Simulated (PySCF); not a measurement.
methane (CH₄), SMILES C.

Geometry: B3LYP-D3(BJ)/def2-TZVPD.

The numbers are results of r2SCAN/def2-TZVPD run with PySCF, not measurements.

Computed frontier levels, gap, dipole moment and polarisability:
The highest occupied level is -9.81 eV, the lowest empty level is 0.98 eV and the orbital gap is 10.79 eV. The dipole moment is 0.00 D and the quadrupole, principal values (traceless, Buckingham form, about the centre of nuclear charge) is 0.00, 0.00, 0.00 D·Å. The mean static polarisability is 16.9 bohr³ (2.50 Å³). The polarisability, principal values is 16.9, 16.9, 16.9 bohr³.
